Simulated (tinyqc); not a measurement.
Inside a calculation. Method: Hueckel theory of the pi electrons, for the molecule [CH2]N=N (SMILES; centres numbered as the heavy atoms are written). One step of it, computed by the program tinyqc.

Task: Energy, charges, bond orders. E = sum n x; q_r = z_r - P_rr; bond order p = P_rs; free valence = sqrt(3) - sum of p over the bonds of the atom.

x values: 1.870494  0.248170  -1.098664

occupations: 2.000000  1.000000  0.000000

charge and bond-order matrix P:
```
           1C        2N         3N
1C   0.784852  0.684710  -0.045012
2N   0.684710  1.086342   0.702836
3N  -0.045012  0.702836   1.128806
```

Centres:

| centre | z_r, pi electrons of the neutral centre | h |
|---|---|---|
| 1C | 1 | 0.000000 |
| 2N | 1 | 0.510000 |
| 3N | 1 | 0.510000 |

Bonds:

| i | j | k |
|---|---|---|
| 1 | 2 | 1 |
| 2 | 3 | 1.060000 |

Give: pi energy = 3 alpha + this times beta; pi charges; Bond orders and lengths from R = 1.517 - 0.180 p; free valence of the carbons; gap between the highest filled and the next level.

Result:

pi energy = 3 alpha + this times beta = 3.9892

pi charges: 1C 0.2151, 2N -0.0863, 3N -0.1288

Bond orders and lengths from R = 1.517 - 0.180 p (angstrom, C-C alone):

| bond | p | R |
|---|---|---|
| 1-2 | 0.6847 | - |
| 2-3 | 0.7028 | - |

free valence of the carbons: 1C 1.0473

gap between the highest filled and the next level = 1.3468 |beta|
